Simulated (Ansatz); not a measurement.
# SiO₂ (triplet): the correlation ladder, cc-pVDZ

Aim: climb from Hartree-Fock through coupled cluster and multireference methods for SiO₂ (triplet) at one geometry and basis, and see what each rung misses.

Method: cc-pVDZ, core rule «outside noble gas», up to 7 orbitals frozen; program: Ansatz 0.2.0, Gaussian basis.

The runs, in order: UHF; CCSD(T) on ROHF; CCSD(T) on UHF; BCCD(T) on ROHF; CISD; CCSDT(Q) on ROHF; CCSDT(Q) on UHF; CASSCF and MRCISD+Q, 12 electrons in 10 orbitals; CASSCF and MRCISD+Q(relaxed), 12 electrons in 10 orbitals; CASSCF and NEVPT2, 12 electrons in 10 orbitals.

25 further runs of the same task are left out: 9 for a known fault of the program, 5 that didn't finish, 11 set aside as unsound or not needed.

### 1 What is computed

The geometry is a PBE0/def2-TZVP stationary point (not a proven minimum) of the parent state, kept for this charge and spin.

3 atoms, charge 0, spin multiplicity 3.

Atoms are counted from 1 here; the program's logs count them from 0.

Bond lengths: O1–O2 1.302 Å, O2–Si3 1.542 Å. Angles: O1–O2–Si3 180.0°.

### 2 UHF

File in.yaml:

```yaml
crystal:
  periodic: [false, false, false]
  atoms:
    - {symbol: O, position_ang: [0.000000, 0.000000, -1.382200]}
    - {symbol: O, position_ang: [0.000000, 0.000000, -0.079800]}
    - {symbol: Si, position_ang: [0.000000, 0.000000, 1.462000]}
basis:
  gaussian: {orbitals: cc-pVDZ}
magnetization: {spin_polarized: true, initial_magnetization: 2}
hamiltonian: {xc: hf}
output: {orbitals: {seedname: orbitals}}
```

Started as:

```bash
$ ansatz run in.yaml --threads 1 --pin off --events-out ev --progress --plain --max-ram 2393MiB
```

The runs that follow: CCSD(T) on ROHF; CCSD(T) on UHF; BCCD(T) on ROHF; CISD; CCSDT(Q) on ROHF; CCSDT(Q) on UHF; CASSCF and MRCISD+Q, 12 electrons in 10 orbitals; CASSCF and MRCISD+Q(relaxed), 12 electrons in 10 orbitals; CASSCF and NEVPT2, 12 electrons in 10 orbitals.

**Question.** What will the summary of the whole plan be? Wanted: UCCSDT(Q) from the RHF energy; RMP2 from UCCSDT(Q); UMP2 from UCCSDT(Q); RCCSD from UCCSDT(Q); RCCSD(T) from UCCSDT(Q); UCCSD(T) from UCCSDT(Q); RCCSDT(Q) from UCCSDT(Q); NEVPT2 valence from UCCSDT(Q); MRCISD+Q valence from UCCSDT(Q).

As calculated:

| quantity | value |
| --- | --- |
| UCCSDT(Q) from the ROHF energy | -12.0003 eV |
| RMP2 from UCCSDT(Q) | +118.5 kJ/mol |
| UMP2 from UCCSDT(Q) | +120.6 kJ/mol |
| RCCSD from UCCSDT(Q) | +43.5 kJ/mol |
| RCCSD(T) from UCCSDT(Q) | +11.5 kJ/mol |
| UCCSD(T) from UCCSDT(Q) | +11.5 kJ/mol |
| RCCSDT(Q) from UCCSDT(Q) | -0.1 kJ/mol |
| NEVPT2 valence from UCCSDT(Q) | +147.8 kJ/mol |
| MRCISD+Q valence from UCCSDT(Q) | +25.4 kJ/mol |
| MRCISD+Q(relaxed) valence from UCCSDT(Q) | +16.9 kJ/mol |
| levels within 1 kcal/mol (43 meV) | RCCSDT(Q) |
| T1 diagnostic | 0.034 |
| effectively unpaired electrons | 2.03 |

**Reading.** RCCSD(T) lands +11.5 kJ/mol from the yardstick (1.0 % of the correlation energy). One determinant dominates. Of the multireference levels listed MRCISD+Q(relaxed) valence comes nearest in total energy (+16.9 kJ/mol), which doesn't show that its space is the better one. These misses are within one basis, not against nature; the frozen cores of restricted and unrestricted runs differ, which can shift their rows.

With open shells the CI space here admits some triples and quadruples, so it is larger than plain CISD.
